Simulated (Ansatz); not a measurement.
**Relaxing Zr2Ta**

Level of theory: DFT PBE, scalar-relativistic, plane waves, PAW (Ansatz). Cutoff 420 eV, Γ-centred k mesh, Gaussian smearing, no spin polarisation in the final step.

A relaxed cell is given with its space group left out.

```xyz
6
Lattice="0.0000 3.9955 3.9955 3.9955 0.0000 3.9955 3.9955 3.9955 0.0000" Properties=species:S:1:pos:R:3 pbc="T T T"
Zr    4.9944    4.9944    4.9944
Zr    4.9944    2.9967    2.9967
Zr    2.9967    2.9967    4.9944
Zr    2.9967    4.9944    2.9967
Ta    0.0000    0.0000    0.0000
Ta    1.9978    1.9978    1.9978
```

Energies over the elements count from the elements' standard structures at the same level, with no empirical corrections.

(1) What space group does it have?

(2) What is its formation energy per atom?

(3) Is it a metal?

Results:

(1) Fd-3m (No. 227). Conventional cell: a = 7.991 Å. Around Zr lie 6 Zr at 2.83 Å and 6 Ta at 3.31 Å; around Ta lie 12 Zr at 3.31 Å and 4 Ta at 3.46 Å.

(2) 0.52 eV/atom.

(3) Yes, bands cross the Fermi level on the 8×8×8 mesh.

The final run used a 8×8×8 mesh on its 6-atom cell and 0.10 eV smearing. For metals, differences of a few meV/atom aren't resolved. Spin–orbit coupling is left out. The cell came from a trial start, so Zr2Ta may not exist in this structure.

Cost: 3 runs of about 1.1 core-minutes in all, on Intel Xeon Platinum 8259CL (Skylake/Cascade Lake) (shared hosts).